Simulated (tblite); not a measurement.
C₃H₂FO (doublet state).
Numbering: `[CH2:1]=[C:2]([F:3])[C:4]=[O:5]` (hydrogens: H6, H7 on C1)
Bond orders are those of one Lewis drawing.

Computed with GFN2-xTB (tblite), gas phase: L-BFGS steps from a force-field or distance-geometry start until the largest atomic force falls under 0.01 eV/Å.

Step 38: E = -438.6833 eV
```
atom  x, y, z in Å  |  force x, y, z in eV/Å
C1     -1.0648    0.0961    0.1548   -0.043  -0.011  -0.012
C2      0.2750    0.3350   -0.0418    0.055   0.000  -0.009
F3      0.7209    1.6208   -0.0821    0.007   0.007   0.015
C4      1.2246   -0.6091   -0.2007    0.057   0.010  -0.002
O5      2.0167   -1.4573   -0.3191   -0.034   0.001  -0.009
H6     -1.7259    0.9239    0.3066   -0.021   0.007  -0.013
H7     -1.4432   -0.9044    0.1553   -0.021  -0.014   0.030
```

Step 39: E = -438.6835 eV
```
atom  x, y, z in Å  |  force x, y, z in eV/Å
C1     -1.0646    0.0957    0.1550   -0.010  -0.001  -0.020
C2      0.2758    0.3368   -0.0432    0.023  -0.001   0.003
F3      0.7224    1.6227   -0.0819   -0.010  -0.005   0.014
C4      1.2259   -0.6074   -0.1973    0.068  -0.031  -0.008
O5      2.0135   -1.4596   -0.3212   -0.056   0.037  -0.004
H6     -1.7278    0.9228    0.3057   -0.005  -0.007  -0.015
H7     -1.4419   -0.9060    0.1558   -0.010   0.007   0.028
```

Step 40: E = -438.6837 eV
```
atom  x, y, z in Å  |  force x, y, z in eV/Å
C1     -1.0642    0.0953    0.1544    0.018   0.005  -0.023
C2      0.2769    0.3380   -0.0447   -0.009   0.002   0.014
F3      0.7218    1.6245   -0.0812   -0.013  -0.011   0.011
C4      1.2275   -0.6061   -0.1953    0.056  -0.041  -0.008
O5      2.0106   -1.4620   -0.3222   -0.053   0.044  -0.003
H6     -1.7283    0.9220    0.3054    0.004  -0.013  -0.016
H7     -1.4410   -0.9068    0.1565   -0.003   0.014   0.025
```

**Question.** Estimate the geometry and energy of step 41. (The exact step hangs on the optimiser's Hessian estimate; all steps are aligned on step 40, rigid shifts and turns removed.)

**Answer.** E = -438.6837 eV, largest force 0.047 eV/Å
```
atom  x, y, z in Å  |  force x, y, z in eV/Å
C1     -1.0634    0.0950    0.1533    0.030   0.005  -0.021
C2      0.2780    0.3392   -0.0457   -0.027   0.001   0.020
F3      0.7206    1.6263   -0.0804   -0.009  -0.011   0.008
C4      1.2288   -0.6050   -0.1934    0.033  -0.029  -0.007
O5      2.0073   -1.4643   -0.3233   -0.034   0.032  -0.005
H6     -1.7283    0.9209    0.3049    0.006  -0.010  -0.017
H7     -1.4397   -0.9073    0.1575    0.000   0.013   0.021
```

The energy changes by -0.0001 eV. The first-order estimate −F·Δx gives -0.0001 eV and the mean of the old and new forces, exact on a quadratic surface, -0.0001 eV. The step makes an angle of 78° with the force vector and moves no atom by more than 0.004 Å.

What follows is the cost of the whole relaxation. Hardware: one thread, Arm Neoverse V2 (aarch64), shared host with 192 logical CPUs at a one-minute load of 28. Cost: 0.12 s of wall time.
